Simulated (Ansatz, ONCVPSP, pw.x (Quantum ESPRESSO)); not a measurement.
Which Si potential is closest to all-electron in the diamond crystal?

All use PBE, scalar-relativistic, no spin, cutoffs from each file’s atomic test, pw.x 7.5; 8³ k-points, Fermi–Dirac smearing 0.01 Ry. Δ is the rms difference from all-electron LAPW of the E(V) curves that follow from fits to the pressures, over ±6 % in volume. Mesh and smearing are coarse and serve the comparison alone. The files are a selection: those with a ghost or negative overlap were mostly not run, and those with noisy or unconverged pressures or nearly equal Δ are left out.

All-electron: a0 = 5.469 Å (V0 = 20.45 Å³/atom), B0 = 88.5 GPa.

Q: Rank them by Δ, smallest first.
A. optimised norm-conserving Vanderbilt (ONCV), ONCVPSP 4.0.1.1 (patched build), PBE; core [Ne], reference 3s2 3p2; waves: 3s: rc 1.65 bohr, ncon 4, nbas 9, qcut 4.2 1/bohr, 3 projectors, debl 2.9 Ha; 3p: rc 2.20 bohr, ncon 3, nbas 8, qcut 4.4 1/bohr, 1 projector; d scattering state at 0.33 Ha: rc 2.20 bohr, ncon 3, nbas 7, qcut 5 1/bohr, 1 projector; local part: polynomial inside 1.40 bohr (lpopt 3, dvloc0 3 Ha); core correction: Teter function fitted to the true core (icmod 2), fcfact 0.4.
B. optimised norm-conserving Vanderbilt (ONCV), ONCVPSP 4.0.1.1 (patched build), PBE; core [Ne], reference 3s1 3p3; waves: 3s: rc 1.75 bohr, ncon 5, nbas 9, qcut 3.3 1/bohr, 2 projectors, debl 1.8 Ha; 3p: rc 1.75 bohr, ncon 4, nbas 8, qcut 3.9 1/bohr, 1 projector; d scattering state at 0.15 Ha: rc 1.35 bohr, ncon 4, nbas 7, qcut 8.1 1/bohr, 2 projectors, debl 1.6 Ha; local part: polynomial inside 1.35 bohr (lpopt 5, dvloc0 1 Ha); core correction: Teter function, fcfact 5.5, rcfact 1.35.
C. optimised norm-conserving Vanderbilt (ONCV), ONCVPSP 4.0.1.1 (patched build), PBE; core [Ne], reference 3s2 3p2; waves: 3s: rc 1.55 bohr, ncon 4, nbas 8, qcut 3.7 1/bohr, 2 projectors, debl 3.1 Ha; 3p: rc 2.45 bohr, ncon 4, nbas 7, qcut 3.5 1/bohr, 2 projectors, debl 3.9 Ha; d scattering state at 0.25 Ha: rc 2.10 bohr, ncon 4, nbas 9, qcut 4 1/bohr, 2 projectors, debl 1.3 Ha; local part: polynomial inside 1.40 bohr (lpopt 5, dvloc0 2 Ha); core correction: Teter function, fcfact 3.5, rcfact 1.45.
D. optimised norm-conserving Vanderbilt (ONCV), ONCVPSP 4.0.1.1 (patched build), PBE; core [Ne], reference 3s1 3p3; waves: 3s: rc 1.45 bohr, ncon 3, nbas 7, qcut 4.5 1/bohr, 2 projectors, debl 2.5 Ha; 3p: rc 2.20 bohr, ncon 3, nbas 7, qcut 4.4 1/bohr, 1 projector; d scattering state at 0.03 Ha: rc 2.05 bohr, ncon 4, nbas 8, qcut 4.5 1/bohr, 3 projectors, debl 0.7 Ha; local part: polynomial inside 1.10 bohr (lpopt 5, dvloc0 0 Ha); core correction: Teter function fitted to the true core (icmod 2), fcfact 0.65.

A: C (0.9 meV/atom), A (1.3 meV/atom), B (2.8 meV/atom), D (3.9 meV/atom).
